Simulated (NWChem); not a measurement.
Basis-set dependence for Al (-1)

```xyz
1

Al     0.0000     0.0000     0.0000
```
Charge -1, spin multiplicity 3.

All runs are NWChem calculations.

Hartree-Fock energies in Ha, correlation energies in mHa.

The correlated methods keep 5 core orbitals frozen. The stability of the SCF solutions was not checked. Open-shell Hartree-Fock references start from PBE0 orbitals. No row is a measurement; the coupled-cluster row has its own basis-set and correlation limits.

```csv
basis,functions,UHF,UMP2,SCS-UMP2,CCSD on ROHF,CCSD[T] on ROHF,CCSD(T) on ROHF,CCSD on UHF,CCSD[T] on UHF,CCSD(T) on UHF,CCSDT on ROHF
def2-SVPD,24,-241.77492,-39.1,-41.2,-59.7,-61.5,-61.5,-56.1,-57.8,-57.7,-62.0
def2-TZVPD,43,-241.86422,-47.0,-49.1,-66.9,-69.9,-70.0,-63.3,-66.0,-65.9,-70.6
```

From def2-SVPD to def2-TZVPD the Hartree-Fock energy moves by -89.3 mHa and the UMP2 correlation energy by -7.9 mHa, which is 17 % of its value in the larger set.
